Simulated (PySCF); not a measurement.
# Ethene, 1,1-difluoro- (C2H2F2): spin-spin couplings and electronic excitations at several levels of theory, part 2 of 2

PySCF 2.14.0. Atoms count from 0.

### Step 9. Spin-spin couplings: B3LYP/6-31G*

Job settings and geometry (Å):

```
{"job": {"kind": "j", "xc": "B3LYP", "basis": "6-31G*"}, "charge": 0, "multiplicity": 1}
C      0.739325    -0.038446    -0.085812
C     -0.576858     0.002528     0.048003
F     -1.355620    -1.047900     0.134049
F     -1.292905     1.098380     0.113876
H      1.303426     0.890029    -0.149165
H      1.245752    -1.000610    -0.130231
```

Method: B3LYP/6-31G* indirect spin-spin coupling, non-relativistic, gas phase.

The program printed:

```text
coarse grid: 5584 points
cycle   1  E = -276.9681248062  dE =  5.863e-01  |g| = 7.141e-01  |ddm| = 2.354e+00
cycle   2  E = -276.8497716105  dE =  1.184e-01  |g| = 1.060e+00  |ddm| = 1.062e+00
cycle   3  E = -277.0603179370  dE = -2.105e-01  |g| = 9.008e-02  |ddm| = 6.906e-01
cycle   4  E = -277.0621560642  dE = -1.838e-03  |g| = 3.766e-02  |ddm| = 1.212e-01
cycle   5  E = -277.0624385441  dE = -2.825e-04  |g| = 1.198e-02  |ddm| = 3.620e-02
cycle   6  E = -277.0624712531  dE = -3.271e-05  |g| = 1.682e-03  |ddm| = 1.049e-02
cycle   7  E = -277.0624719629  dE = -7.098e-07  |g| = 1.511e-04  |ddm| = 1.349e-03
final grid: 56368 points
cycle   8  E = -277.0548833402  dE = -6.507e-06  |g| = 5.466e-03  |ddm| = 1.089e-02
cycle   9  E = -277.0548759873  dE =  7.353e-06  |g| = 8.426e-03  |ddm| = 8.842e-03
cycle  10  E = -277.0548887315  dE = -1.274e-05  |g| = 5.232e-04  |ddm| = 5.807e-03
cycle  11  E = -277.0548888020  dE = -7.052e-08  |g| = 1.442e-04  |ddm| = 5.905e-04
cycle  12  E = -277.0548888061  dE = -4.117e-09  |g| = 4.353e-05  |ddm| = 1.225e-04
cycle  13  E = -277.0548888066  dE = -4.571e-10  |g| = 6.531e-06  |ddm| = 3.999e-05
converged SCF energy = -277.0548888066

Indirect spin-spin couplings (Hz)
  i      j    bonds     total        FC       PSO       DSO        SD
  0 C    1 C    1    128.370   130.998    -6.557     0.280     3.650
  0 C    2 F    2     32.266    39.888   -16.623    -0.343     9.344
  0 C    3 F    2     32.054    39.740   -16.672    -0.344     9.330
  0 C    4 H    1    178.368   176.666     0.666     0.742     0.294
  0 C    5 H    1    178.430   176.728     0.666     0.742     0.294
  1 C    2 F    1   -238.874  -210.613   -24.961     1.147    -4.447
  1 C    3 F    1   -238.954  -210.744   -24.925     1.147    -4.432
  1 C    4 H    2     -0.523     0.916    -1.065    -0.211    -0.164
  1 C    5 H    2     -0.520     0.921    -1.066    -0.210    -0.165
  2 F    3 F    2      0.931    81.422   -96.789    -0.887    17.184
  2 F    4 H    3     18.675    23.678    -2.780    -2.452     0.229
  2 F    5 H    3     -5.330    -0.755    -3.081    -0.390    -1.104
  3 F    4 H    3     -5.436    -0.857    -3.082    -0.395    -1.102
  3 F    5 H    3     18.537    23.561    -2.799    -2.451     0.226
  4 H    5 H    2     -5.435    -4.128     2.177    -3.499     0.014
```

It took 2.8 s on 1 thread of Arm Neoverse V1, shared host; peak memory 0.35 GiB.

This basis has no tight s functions, so the Fermi-contact terms are rough.

This run: J(C1,F2) -238.9 Hz, J(C0,H4) 178.4 Hz, J(C0,C1) 128.4 Hz (means over like pairs).

### Step 10. Excited states and response: HF/def2-SVPD

Same as in step 9 but for these lines:

```diff
@@ -1,2 +1,2 @@
-{"job": {"kind": "j", "xc": "B3LYP", "basis": "6-31G*"}, "charge": 0, "multiplicity": 1}
+{"job": {"kind": "uv", "xc": "HF", "basis": "def2-SVPD", "ip": true}, "charge": 0, "multiplicity": 1}
 C      0.739325    -0.038446    -0.085812
```

Level: TDDFT HF/def2-SVPD, vertical, gas phase, core orbitals frozen in the response.

The program printed:

```text
final grid: 56368 points
cycle   1  E = -275.4370104647  dE =  7.217e-01  |g| = 6.744e-01  |ddm| = 2.842e+00
cycle   2  E = -275.5128421127  dE = -7.583e-02  |g| = 3.700e-01  |ddm| = 9.787e-01
cycle   3  E = -275.5375239542  dE = -2.468e-02  |g| = 5.303e-02  |ddm| = 4.114e-01
cycle   4  E = -275.5385690353  dE = -1.045e-03  |g| = 1.506e-02  |ddm| = 9.675e-02
cycle   5  E = -275.5386621142  dE = -9.308e-05  |g| = 5.162e-03  |ddm| = 2.842e-02
cycle   6  E = -275.5386768719  dE = -1.476e-05  |g| = 1.586e-03  |ddm| = 1.403e-02
cycle   7  E = -275.5386787216  dE = -1.850e-06  |g| = 7.532e-04  |ddm| = 4.183e-03
cycle   8  E = -275.5386789904  dE = -2.688e-07  |g| = 1.533e-04  |ddm| = 2.007e-03
cycle   9  E = -275.5386790065  dE = -1.607e-08  |g| = 4.132e-05  |ddm| = 4.732e-04
cycle  10  E = -275.5386790076  dE = -1.071e-09  |g| = 9.285e-06  |ddm| = 1.263e-04
cycle  11  E = -275.5386790076  dE = -5.480e-11  |g| = 1.357e-06  |ddm| = 2.860e-05
converged SCF energy = -275.5386790076

Static polarisability (au): isotropic 26.388, principal 20.218 24.196 34.748

Singlet excitations
state   eV       nm        f      main configurations
  1   7.9377    156.2   0.07249   H->L 0.92
  2   8.2234    150.8   0.43882   H->L+2 0.93
  3   9.1529    135.5   0.00000   H->L+4 0.68, H->L+16 0.12, H->L+13 0.09
  4   9.2134    134.6   0.00003   H->L+1 0.90
  5  10.5485    117.5   0.00000   H->L+3 0.75, H->L+4 0.09
  6  10.6563    116.3   0.02397   H->L+5 0.56, H->L+7 0.20, H->L+9 0.14
  7  10.9169    113.6   0.01211   H->L+6 0.92
  8  11.5381    107.5   0.11087   H->L+7 0.49, H->L+5 0.27
  9  11.9151    104.1   0.00000   H-1->L+2 0.85
 10  12.0238    103.1   0.04375   H->L+8 0.82, H->L+11 0.15

Triplet excitations (Tamm-Dancoff, eV): 4.0843 7.4666 8.7208 8.9847
Vertical ionisation energy (delta-SCF) = 9.4525 eV
```

Wall time 1.6 s (1 thread of Arm Neoverse V1, shared host); peak memory 0.35 GiB.

The orbitals next to the gap, with their largest atomic shares:

| orbital | eV | atoms |
| --- | --- | --- |
| HOMO−3 | -18.40 | F3 46 %, F2 46 % |
| HOMO−2 | -17.46 | C0 32 %, F3 18 %, F2 18 % |
| HOMO−1 | -16.28 | C0 46 %, H4 19 %, H5 19 % |
| HOMO | -10.74 | C0 43 %, C1 33 %, F2 8 % |
| LUMO | 2.56 | C1 35 %, C0 33 %, F3 9 % |
| LUMO+1 | 3.33 | C0 20 %, C1 18 %, H4 17 % |
| LUMO+2 | 4.17 | C1 30 %, C0 24 %, H5 14 % |

With each of the 10 states as a Gaussian band of 0.4 eV half-width at 1/e, the curve within the window shown has maxima at 152 nm (ε 20,000), 107 nm (ε 5,000) L/(mol cm). Beyond the last state computed it falls off for lack of states. The curve at chosen wavelengths:

(nm, ε (L/mol/cm)): (101, 1104), (104, 3159), (106, 4556), (109, 4396), (112, 2090), (115, 1462), (117, 1290), (120, 648), (123, 161), (125, 44), (128, 4), (131, 2), (134, 18), (136, 91), (139, 691), (142, 3071), (145, 8476), (147, 13178), (150, 18685), (153, 19074), (155, 16513), (158, 10868), (161, 5823), (164, 2627), (166, 1421), (169, 505)

Further results of this job:

| property | computed | measured |
| --- | --- | --- |
| dipole moment (D) | 1.51 | 1.39 |
| polarisability (Å³) | 3.91 | – |
| HOMO–LUMO gap (eV) | 13.30 | – |
| −ε(HOMO) (eV) | 10.74 | – |

Measured: gas; NIST CCCBDB Release 22 (SRD 101), experimental dipoles.

### Step 11. TDDFT and polarisability: LDA/def2-SVPD

Same as in step 10 but for these lines:

```diff
@@ -1,2 +1,2 @@
-{"job": {"kind": "uv", "xc": "HF", "basis": "def2-SVPD", "ip": true}, "charge": 0, "multiplicity": 1}
+{"job": {"kind": "uv", "xc": "LDA", "basis": "def2-SVPD", "ip": true}, "charge": 0, "multiplicity": 1}
 C      0.739325    -0.038446    -0.085812
```

With the program's defaults for keys left out, this is: TDDFT LDA/def2-SVPD, vertical, gas phase, core orbitals frozen in the response.

The program printed:

```text
coarse grid: 5584 points
cycle   1  E = -274.8050862952  dE =  5.157e-01  |g| = 6.229e-01  |ddm| = 3.191e+00
cycle   2  E = -274.5361012407  dE =  2.690e-01  |g| = 1.207e+00  |ddm| = 1.509e+00
cycle   3  E = -274.8739146895  dE = -3.378e-01  |g| = 2.134e-01  |ddm| = 1.181e+00
cycle   4  E = -274.8856155005  dE = -1.170e-02  |g| = 6.388e-02  |ddm| = 2.630e-01
cycle   5  E = -274.8861582641  dE = -5.428e-04  |g| = 2.812e-02  |ddm| = 6.764e-02
cycle   6  E = -274.8863325452  dE = -1.743e-04  |g| = 3.522e-03  |ddm| = 2.926e-02
cycle   7  E = -274.8863354859  dE = -2.941e-06  |g| = 2.446e-04  |ddm| = 3.895e-03
final grid: 56368 points
cycle   8  E = -274.9091006126  dE = -2.872e-05  |g| = 3.548e-03  |ddm| = 5.442e-02
cycle   9  E = -274.9090908398  dE =  9.773e-06  |g| = 7.558e-03  |ddm| = 8.362e-03
cycle  10  E = -274.9091026529  dE = -1.181e-05  |g| = 1.025e-03  |ddm| = 6.880e-03
cycle  11  E = -274.9091029587  dE = -3.059e-07  |g| = 3.805e-04  |ddm| = 1.491e-03
cycle  12  E = -274.9091029867  dE = -2.794e-08  |g| = 6.512e-05  |ddm| = 3.468e-04
cycle  13  E = -274.9091029875  dE = -8.166e-10  |g| = 2.030e-05  |ddm| = 8.370e-05
converged SCF energy = -274.9091029875

Static polarisability (au): isotropic 28.820, principal 21.691 27.795 36.973

Singlet excitations
state   eV       nm        f      main configurations
  1   6.8385    181.3   0.03399   H->L+1 1.00
  2   7.6926    161.2   0.31432   H->L 0.91
  3   7.9215    156.5   0.00577   H->L+2 0.99
  4   8.2109    151.0   0.00000   H->L+3 1.00
  5   9.0581    136.9   0.00000   H->L+4 0.96
  6   9.2449    134.1   0.00000   H-1->L 0.96
  7   9.3981    131.9   0.00751   H->L+5 0.96
  8   9.6821    128.1   0.00886   H->L+6 0.95
  9   9.8796    125.5   0.00457   H-2->L 0.73, H->L+7 0.27
 10  10.1362    122.3   0.08732   H->L+7 0.70, H-2->L 0.25

Triplet excitations (Tamm-Dancoff, eV): 4.9749 6.6323 7.8145 7.9359
Vertical ionisation energy (delta-SCF) = 10.6714 eV
```

Run time: 6.3 s. Hardware: 1 thread of Arm Neoverse V1, shared host; peak memory 0.35 GiB.

Key values: HOMO -6.71 eV, LUMO -0.98 eV; lowest singlet 6.84 eV.

### Step 12. Excited states and response: PBE/def2-SVPD

Same as in step 11 but for these lines:

```diff
@@ -1,2 +1,2 @@
-{"job": {"kind": "uv", "xc": "LDA", "basis": "def2-SVPD", "ip": true}, "charge": 0, "multiplicity": 1}
+{"job": {"kind": "uv", "xc": "PBE", "basis": "def2-SVPD", "ip": true}, "charge": 0, "multiplicity": 1}
 C      0.739325    -0.038446    -0.085812
```

Level: TDDFT PBE/def2-SVPD, vertical, gas phase, core orbitals frozen in the response.

The program printed:

```text
coarse grid: 5584 points
cycle   1  E = -276.4586688994  dE =  5.283e-01  |g| = 6.419e-01  |ddm| = 3.126e+00
cycle   2  E = -276.1993600090  dE =  2.593e-01  |g| = 1.217e+00  |ddm| = 1.517e+00
cycle   3  E = -276.5314247119  dE = -3.321e-01  |g| = 2.046e-01  |ddm| = 1.174e+00
cycle   4  E = -276.5420692113  dE = -1.064e-02  |g| = 6.451e-02  |ddm| = 2.570e-01
cycle   5  E = -276.5426985032  dE = -6.293e-04  |g| = 2.756e-02  |ddm| = 7.040e-02
cycle   6  E = -276.5428707052  dE = -1.722e-04  |g| = 2.976e-03  |ddm| = 2.776e-02
cycle   7  E = -276.5428726709  dE = -1.966e-06  |g| = 2.254e-04  |ddm| = 3.104e-03
final grid: 56368 points
cycle   8  E = -276.5927774150  dE = -1.760e-05  |g| = 1.000e-02  |ddm| = 5.589e-02
cycle   9  E = -276.5927212539  dE =  5.616e-05  |g| = 1.975e-02  |ddm| = 2.276e-02
cycle  10  E = -276.5927957618  dE = -7.451e-05  |g| = 2.604e-03  |ddm| = 1.629e-02
cycle  11  E = -276.5927975979  dE = -1.836e-06  |g| = 6.032e-04  |ddm| = 3.098e-03
cycle  12  E = -276.5927976689  dE = -7.109e-08  |g| = 1.563e-04  |ddm| = 5.935e-04
cycle  13  E = -276.5927976758  dE = -6.878e-09  |g| = 1.050e-05  |ddm| = 1.827e-04
cycle  14  E = -276.5927976758  dE = -1.995e-11  |g| = 6.752e-06  |ddm| = 1.540e-05
converged SCF energy = -276.5927976758

Static polarisability (au): isotropic 28.696, principal 21.467 27.703 36.918

Singlet excitations
state   eV       nm        f      main configurations
  1   6.6490    186.5   0.02789   H->L+1 1.00
  2   7.6843    161.3   0.00639   H->L+2 1.00
  3   7.6958    161.1   0.31257   H->L 0.91
  4   8.1164    152.8   0.00000   H->L+3 1.00
  5   8.7866    141.1   0.00000   H->L+4 1.00
  6   9.2799    133.6   0.00436   H->L+5 0.98
  7   9.3350    132.8   0.00000   H-1->L 0.99
  8   9.4401    131.3   0.01162   H->L+6 0.95
  9   9.8117    126.4   0.04006   H->L+7 0.68, H-2->L 0.31
 10  10.0524    123.3   0.05267   H-2->L 0.68, H->L+7 0.28

Triplet excitations (Tamm-Dancoff, eV): 4.7551 6.4150 7.5462 7.7801
Vertical ionisation energy (delta-SCF) = 10.3522 eV
```

Run time: 9.3 s. Hardware: 1 thread of Arm Neoverse V1, shared host; peak memory 0.38 GiB.

In short: HOMO -6.50 eV, LUMO -0.72 eV; lowest singlet 6.65 eV.

### Step 13. Excited states and response: B3LYP/def2-SVPD

Same as in step 12 but for these lines:

```diff
@@ -1,2 +1,2 @@
-{"job": {"kind": "uv", "xc": "PBE", "basis": "def2-SVPD", "ip": true}, "charge": 0, "multiplicity": 1}
+{"job": {"kind": "uv", "xc": "B3LYP", "basis": "def2-SVPD", "ip": true}, "charge": 0, "multiplicity": 1}
 C      0.739325    -0.038446    -0.085812
```

Method: TDDFT B3LYP/def2-SVPD, vertical, gas phase, core orbitals frozen in the response.

The program printed:

```text
coarse grid: 5584 points
cycle   1  E = -276.7576191340  dE =  5.621e-01  |g| = 6.459e-01  |ddm| = 3.109e+00
cycle   2  E = -276.6402133319  dE =  1.174e-01  |g| = 9.947e-01  |ddm| = 1.292e+00
cycle   3  E = -276.8363909067  dE = -1.962e-01  |g| = 8.282e-02  |ddm| = 8.550e-01
cycle   4  E = -276.8378069104  dE = -1.416e-03  |g| = 4.582e-02  |ddm| = 1.298e-01
cycle   5  E = -276.8382184762  dE = -4.116e-04  |g| = 9.896e-03  |ddm| = 4.030e-02
cycle   6  E = -276.8382393411  dE = -2.086e-05  |g| = 2.514e-03  |ddm| = 1.202e-02
cycle   7  E = -276.8382409022  dE = -1.561e-06  |g| = 2.041e-04  |ddm| = 2.389e-03
final grid: 56368 points
cycle   8  E = -276.8767826448  dE = -1.956e-05  |g| = 4.581e-03  |ddm| = 4.465e-02
cycle   9  E = -276.8767773518  dE =  5.293e-06  |g| = 7.119e-03  |ddm| = 8.425e-03
cycle  10  E = -276.8767863294  dE = -8.978e-06  |g| = 5.048e-04  |ddm| = 5.194e-03
cycle  11  E = -276.8767863909  dE = -6.152e-08  |g| = 1.828e-04  |ddm| = 7.220e-04
cycle  12  E = -276.8767863976  dE = -6.667e-09  |g| = 5.440e-05  |ddm| = 1.864e-04
cycle  13  E = -276.8767863982  dE = -6.858e-10  |g| = 1.101e-05  |ddm| = 6.201e-05
converged SCF energy = -276.8767863982

Static polarisability (au): isotropic 27.957, principal 20.975 26.694 36.203

Singlet excitations
state   eV       nm        f      main configurations
  1   6.9577    178.2   0.03562   H->L+1 1.00
  2   7.8148    158.7   0.34280   H->L 0.94
  3   8.0176    154.6   0.00371   H->L+2 0.99
  4   8.3302    148.8   0.00000   H->L+3 0.98
  5   9.1661    135.3   0.00000   H->L+4 0.99
  6   9.5842    129.4   0.00796   H->L+6 0.97
  7   9.7850    126.7   0.01162   H->L+5 0.97
  8  10.0211    123.7   0.00000   H-1->L 1.00
  9  10.2123    121.4   0.07184   H->L+7 0.86, H-2->L 0.11
 10  10.6167    116.8   0.03971   H-2->L 0.87, H->L+7 0.11

Triplet excitations (Tamm-Dancoff, eV): 4.6820 6.7135 7.8889 8.0153
Vertical ionisation energy (delta-SCF) = 10.5260 eV
```

It took 7.1 s on 1 thread of Arm Neoverse V1, shared host; peak memory 0.43 GiB.

This run: HOMO -7.61 eV, LUMO 0.01 eV; lowest singlet 6.96 eV.

### Step 14. Ultraviolet spectrum: PBE0/def2-SVPD

Same as in step 13 but for these lines:

```diff
@@ -1,2 +1,2 @@
-{"job": {"kind": "uv", "xc": "B3LYP", "basis": "def2-SVPD", "ip": true}, "charge": 0, "multiplicity": 1}
+{"job": {"kind": "uv", "xc": "PBE0", "basis": "def2-SVPD", "ip": true}, "charge": 0, "multiplicity": 1}
 C      0.739325    -0.038446    -0.085812
```

Method: TDDFT PBE0/def2-SVPD, vertical, gas phase, core orbitals frozen in the response.

The program printed:

```text
coarse grid: 5584 points
cycle   1  E = -276.4832682725  dE =  5.675e-01  |g| = 6.125e-01  |ddm| = 2.961e+00
cycle   2  E = -276.4004527576  dE =  8.282e-02  |g| = 8.841e-01  |ddm| = 1.204e+00
cycle   3  E = -276.5549439346  dE = -1.545e-01  |g| = 6.793e-02  |ddm| = 7.685e-01
cycle   4  E = -276.5558848126  dE = -9.409e-04  |g| = 3.917e-02  |ddm| = 1.113e-01
cycle   5  E = -276.5561888280  dE = -3.040e-04  |g| = 7.046e-03  |ddm| = 3.376e-02
cycle   6  E = -276.5561991945  dE = -1.037e-05  |g| = 2.052e-03  |ddm| = 8.955e-03
cycle   7  E = -276.5562002203  dE = -1.026e-06  |g| = 1.788e-04  |ddm| = 1.993e-03
final grid: 56368 points
cycle   8  E = -276.5932529164  dE = -1.590e-05  |g| = 5.052e-03  |ddm| = 3.888e-02
cycle   9  E = -276.5932489132  dE =  4.003e-06  |g| = 7.024e-03  |ddm| = 9.758e-03
cycle  10  E = -276.5932581025  dE = -9.189e-06  |g| = 6.503e-04  |ddm| = 5.416e-03
cycle  11  E = -276.5932581943  dE = -9.179e-08  |g| = 1.415e-04  |ddm| = 7.561e-04
cycle  12  E = -276.5932581977  dE = -3.356e-09  |g| = 7.156e-05  |ddm| = 1.867e-04
cycle  13  E = -276.5932581989  dE = -1.257e-09  |g| = 8.271e-06  |ddm| = 7.574e-05
cycle  14  E = -276.5932581989  dE = -1.575e-11  |g| = 9.456e-07  |ddm| = 1.075e-05
converged SCF energy = -276.5932581989

Static polarisability (au): isotropic 27.670, principal 20.876 26.342 35.792

Singlet excitations
state   eV       nm        f      main configurations
  1   7.2122    171.9   0.03934   H->L+1 0.99
  2   7.9386    156.2   0.35121   H->L 0.95
  3   8.3138    149.1   0.00315   H->L+2 0.99
  4   8.5197    145.5   0.00000   H->L+3 0.98
  5   9.5026    130.5   0.00000   H->L+4 0.98
  6   9.8336    126.1   0.01044   H->L+6 0.95
  7  10.0682    123.1   0.00944   H->L+5 0.98
  8  10.1989    121.6   0.00000   H-1->L 0.99
  9  10.4565    118.6   0.06123   H->L+7 0.76, H-2->L 0.19
 10  10.7985    114.8   0.05701   H-2->L 0.79, H->L+7 0.20

Triplet excitations (Tamm-Dancoff, eV): 4.6322 6.9340 8.1400 8.1533
Vertical ionisation energy (delta-SCF) = 10.4545 eV
```

It took 7 s on 1 thread of Arm Neoverse V1, shared host; peak memory 0.43 GiB.

In short: HOMO -7.82 eV, LUMO 0.32 eV; lowest singlet 7.21 eV.

### Step 15. Comparing the runs: spin-spin couplings

Couplings (Hz), each a mean over the pairs like the one named, with basis size and wall time:

| run | C1–F2 | C0–H4 | C0–C1 | C0–F2 | F2–H4 | F2–F3 | H4–H5 | functions | time |
| --- | --- | --- | --- | --- | --- | --- | --- | --- | --- |
| BHandHLYP/pcJ-1 | -331.3 | 192.8 | 143.7 | 44.7 | 28.6 | -10.1 | -7.2 | 128 | 6.5 s |
| B3LYP/pcJ-0 | -485.8 | 159.7 | 91.3 | -7.5 | 26.5 | -283.1 | -4.2 | 58 | 2.5 s |
| B3LYP/pcJ-2 | -372.2 | 179.3 | 122.3 | 30.3 | 32.8 | -82.8 | -3.4 | 252 | 18 s |
| B3LYP/aug-cc-pVTZ-J | -376.1 | 181.3 | 124.6 | 30.6 | 33.3 | -77.8 | -3.5 | 224 | 14 s |
| B3LYP/def2-TZVP | -399.6 | 170.5 | 127.4 | 28.8 | 28.5 | -115.7 | -2.3 | 136 | 7.1 s |
| B3LYP/cc-pVTZ | -356.5 | 161.7 | 143.7 | 21.5 | 27.1 | -122.4 | -2.5 | 148 | 7.8 s |
| B3LYP/6-31G* | -238.9 | 178.4 | 128.4 | 32.2 | 18.6 | 0.9 | -5.4 | 60 | 2.8 s |
| measured size | 287.0 | – | – | – | – | 32.7 | – | – | – |

Measured: Jessen and Sauer, arXiv:2312.00705.

### Step 16. Run by run: electronic excitations

Excitations and ground-state properties, with basis size and wall time:

| run | lowest singlet (eV) | brightest (eV) | f | gap (eV) | α (Å³) | μ (D) | functions | time |
| --- | --- | --- | --- | --- | --- | --- | --- | --- |
| HF/def2-SVPD | 7.94 | 8.22 | 0.439 | 13.30 | 3.91 | 1.51 | 102 | 1.6 s |
| LDA/def2-SVPD | 6.84 | 7.69 | 0.314 | 5.72 | 4.27 | 1.19 | 102 | 6.3 s |
| PBE/def2-SVPD | 6.65 | 7.70 | 0.313 | 5.78 | 4.25 | 1.11 | 102 | 9.3 s |
| B3LYP/def2-SVPD | 6.96 | 7.81 | 0.343 | 7.62 | 4.14 | 1.28 | 102 | 7.1 s |
| PBE0/def2-SVPD | 7.21 | 7.94 | 0.351 | 8.14 | 4.10 | 1.26 | 102 | 7 s |

Measured dipole: 1.39 D (gas; NIST CCCBDB Release 22 (SRD 101), experimental dipoles).

### Step 17. Outcome

What follows sums up all 2 parts.

| quantity | value |
| --- | --- |
| point group | C2v |
| rotational constants (main isotopes) | 11.08, 10.48, 5.39 GHz |
| largest coupling of the table (BHandHLYP/pcJ-1) | ¹J(C,F) C1–F2, -331.3 Hz |
| lowest singlet (HF/def2-SVPD) | 7.94 eV (156 nm), f = 0.072 |
| brightest single state of those computed | state 2, 8.22 eV, f = 0.439 |
| lowest triplet | 4.08 eV |
| vertical ionisation energy (ΔSCF) | 9.45 eV |
| range of J(C1,F2), mean over like pairs | -485.8 to -238.9 Hz |
| range of the lowest singlet | 6.65 to 7.94 eV |

What this shows: Single values in the summary come from the first run of each kind that ended normally (BHandHLYP/pcJ-1; HF/def2-SVPD), which need not be the best level. Over 6 steps the energy fell by 0.939 eV; of the close pairs, C0–H5 changed most, 0.971 to 1.088 Å. In the run at BHandHLYP/pcJ-1, the largest coupling of the table is C1–F2 (mean over like pairs), -331.3 Hz, of which the Fermi-contact term gives -290.7 Hz. Density functionals describe couplings to fluorine poorly, F–F couplings above all, so those rows are rough. The 2 measured couplings differ from the computed sizes by 33.4 Hz on average; vibrational averaging and surroundings are not included. The first singlet state (HOMO→LUMO 0.92) lies at 7.94 eV and is bright; of the 10 states computed, the strongest absorption comes from state 2 at 8.22 eV. The lowest triplet lies 3.85 eV below the lowest singlet (triplets in Tamm-Dancoff, singlets in full TDDFT). At HF/def2-SVPD, the highest states lie near or above the ionisation energy, where they hang on the basis. The coupling C1–F2, as a mean over pairs of its kind, runs from -485.8 Hz (B3LYP/pcJ-0) to -238.9 Hz (B3LYP/6-31G*). For the 2 measured couplings, BHandHLYP/pcJ-1 misses least (33.4 Hz, 6.5 s) and B3LYP/pcJ-0 most (224.6 Hz, 2.5 s). The lowest singlet runs from 6.65 eV (PBE/def2-SVPD) to 7.94 eV (HF/def2-SVPD), while the orbital gap spans 5.72 to 13.30 eV: the excitation energy moves far less from run to run than the orbital gap does. The lowest state need not be the same one in every run. For the measured dipole, B3LYP/def2-SVPD misses least (0.10 D, 7.1 s) and PBE/def2-SVPD most (0.28 D, 9.3 s); the quickest, HF/def2-SVPD, misses by 0.12 D in 1.6 s. Couplings from bases without tight functions are rough. One molecule ranks no method: errors cancel, and vibration and temperature are missing from all runs.
